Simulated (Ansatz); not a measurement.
The input, for Ansatz 0.2.0:

```yaml
crystal:
  periodic: [false, false, false]
  atoms:
    - {symbol: O, position_ang: [0.000000, -0.091615, 0.000000]}
    - {symbol: H, position_ang: [0.000000, 0.727123, -0.580772]}
    - {symbol: H, position_ang: [0.000000, 0.727123, 0.580772]}
basis:
  gaussian: {orbitals: cc-pVDZ, point_charges: [{charge: -1.00, position_ang: [4.068, 0.313, 0.486]}]}
total_charge: 1
magnetization: {spin_polarized: false, initial_magnetization: 1}
correlation: {active_space: {ras: {orbitals: [3, 1, 19], electrons: 7, max_holes: 2, max_particles: 2}, fixed_orbitals: true}}
nroots: 3
```

```sh
$ ansatz run in.yaml --threads 1 --pin off --events-out ev --progress --plain --max-ram 2393MiB
```

Question: One thing in this input was set wrong on purpose, beside settings that are merely unusual. What is the gravest fault, and what does the program do?

Answer: Unknown input key. How the run ends: refused.
```
Error: YAML parse error: error: line 12 column 1: unknown field `nroots`, expected one of crystal, accuracy, basis, kpoints, hamiltonian, magnetization, projection, total_charge, correlation, batch, efield, external_charges, scf, relax, neb, saddle, md, ramp, phonons, dielectric, real_time, elastic, magnetic_configurations, gw, evaluate, workflow, output, checkpoint, execution
  --> <input>:12:1
   |
10 | magnetization: {spin_polarized: false, initial_magnetization: 1}
11 | correlation: {active_space: {ras: {orbitals: [3, 1, 19], electron…
12 | nroots: 3
   | ^ unknown field `nroots`, expected one of crystal, accuracy, basis, kpoints, hamiltonian, magnetization, projection, total_charge, correlation, batch, efield, external_charges, scf, relax, neb, saddle, md, ramp, phonons, dielectric, real_time, elastic, magnetic_configurations, gw, evaluate, workflow, output, checkpoint, execution
```
